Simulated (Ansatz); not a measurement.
# SiNHO (singlet): wave-function methods side by side at a displaced geometry (v1), cc-pVDZ

An exercise on one series of results from a longer session: the logs are not shown, and one member is left open.

Program: Ansatz 0.2.0, Gaussian basis. Level of theory: cc-pVDZ, core rule «outside noble gas», up to 7 orbitals frozen. These are calculated values, not measurements.

To be run: UHF; CCSD(T) on RHF; CCSD(T) on UHF; BCCD(T) on RHF; CISD; CCSDT(Q) on RHF; CCSDT(Q) on UHF.

18 further runs of the same task are left out: 1 for a known fault of the program, 4 that didn't finish, 13 set aside as unsound or not needed.

### The geometry

The geometry is a PBE0/def2-TZVP stationary point (not a proven minimum) with its atoms shifted at random (size 0.040 Å).

4 atoms, charge 0, spin multiplicity 1.

Atoms are counted from 1 here; the program's logs count them from 0.

Bond lengths: N1–O2 1.344 Å, N1–H4 1.000 Å, O2–Si3 1.601 Å. Angles: O2–N1–H4 102.6°, N1–O2–Si3 172.2°.

Set-up of the first run:

The input, in.yaml:

```yaml
crystal:
  periodic: [false, false, false]
  atoms:
    - {symbol: N, position_ang: [0.002337, -0.328968, 0.978122]}
    - {symbol: O, position_ang: [0.001504, -0.143510, -0.353160]}
    - {symbol: Si, position_ang: [0.049468, -0.133553, -1.953002]}
    - {symbol: H, position_ang: [-0.053309, 0.606031, 1.328040]}
basis:
  gaussian: {orbitals: cc-pVDZ}
magnetization: {spin_polarized: true, initial_magnetization: 0}
hamiltonian: {xc: hf}
output: {orbitals: {seedname: orbitals}}
```

Command:

```sh
ansatz run in.yaml --threads 1 --pin off --events-out ev --progress --plain --max-ram 2393MiB
```

Steps of the session up to this table: UHF; CCSD(T) on RHF; CCSD(T) on UHF; BCCD(T) on RHF; CISD; CCSDT(Q) on RHF; CCSDT(Q) on UHF.

One of the session's tables, all rows but one given; the rest of the session is left out.

It belongs to the step «Misses and costs». 

| method | from RCCSDT(Q) (meV) |
| --- | --- |
| RHF | +13860.7 |
| UHF | +12266.9 |
| RMP2 | +1163.4 |
| UMP2 | +1847.4 |
| CISD | ? |
| RCCSD | +894.0 |
| UCCSD | +814.6 |
| RCCSD(T) | +141.8 |
| UCCSD(T) | +357.9 |
| BCCD(T) | +171.6 |
| RCCSDT | +140.2 |
| UCCSDT | +153.3 |
| RCCSDT(Q) | 0 |
| UCCSDT(Q) | +3.1 |

Estimate the missing values for CISD.

As computed: from RCCSDT(Q) (meV): +2560.1. In the column «from RCCSDT(Q) (meV)» it lies between UMP2 (+1847.4) and UHF (+12266.9).

Limits of these values: The determinant is far from a pure spin state, so its energy mixes those of several spin states (harmless only where they are near-degenerate, as at dissociation). Warnings: restricted reference is unstable; spin contamination; large T1 diagnostic. Restricted and unrestricted rows rest on different reference determinants; where their highest levels disagree by more than a few hundredths of an eV, they describe different states and don't form one ladder.
